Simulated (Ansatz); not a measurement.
Geometry optimisation, RKS PBE-D4/def2-mTZVP in Ansatz 0.2.0.

Input:

```yaml
crystal:
  periodic: [false, false, false]
  atoms:
    - { symbol: Si, position_ang: [-0.3676, -0.2526, -0.1835] }
    - { symbol: H, position_ang: [1.0728, -1.3655, 0.2843] }
    - { symbol: H, position_ang: [-0.1384, -0.7621, -1.5149] }
    - { symbol: H, position_ang: [-0.9273, -0.725, 1.0684] }
    - { symbol: O, position_ang: [-1.2951, 0.9785, -0.6789] }
    - { symbol: H, position_ang: [1.7029, -0.6747, 0.5637] }
    - { symbol: Cl, position_ang: [1.5686, 1.0789, 0.6343] }
    - { symbol: H, position_ang: [-1.6159, 1.7225, -0.1732] }
basis:
  gaussian: { orbitals: def2-mTZVP }
hamiltonian:
  xc: pbe
  dispersion: d4
relax:
  f_tol: 0.15
  max_steps: 25
  restrain:
    - { distance: [0, 6], at: 2.13, k: 30.0 }
    - { distance: [5, 1], at: 0.62, k: 30.0 }
    - { distance: [0, 1], at: 2.72, k: 30.0 }
    - { distance: [5, 6], at: 2.63, k: 30.0 }
```

Run as:

```bash
$ ansatz run input.yaml --threads 2 --pin off --max-ram 3072MiB --backend cpu --events-out ev --progress --plain --runs-dir out
```

Problem. Where does it end, and by what steps?

Solution. The forces met the threshold. The restraints hold the end off the free minimum. After 7 steps the energy has fallen by 2.083 eV (the restraints' own energy left out); H6 moved furthest, 0.63 Å. Joined: H2–H6.

| step | energy less start (eV) | largest force component (eV/Å) | accepted |
| --- | --- | --- | --- |
| 0 | 0.0000 | 1.737 | yes |
| 1 | -0.8256 | 2.889 | yes |
| 2 | -1.1271 | 3.935 | yes |
| 3 | -1.6944 | 3.635 | yes |
| 4 | -2.0023 | 2.084 | yes |
| 5 | -2.0668 | 2.022 | yes |
| 6 | -2.0810 | 1.837 | yes |
| 7 | -2.0826 | 1.904 | yes |

```xyz
8
Properties=species:S:1:pos:R:3
Si -0.341 0.165 -0.206
H 1.400 -1.827 0.456
H 0.046 -0.664 -1.373
H -0.783 -0.624 0.978
O -1.539 1.166 -0.766
H 1.818 -1.292 0.607
Cl 1.334 1.294 0.429
H -1.936 1.782 -0.125
```

Whether the end is a true minimum wasn't checked by a vibrational analysis.

Time of the run: 7.7 s on 2 threads of Intel(R) Xeon(R) Platinum 8488C (Sapphire Rapids), with other jobs on the host, peak memory 0.17 GiB.
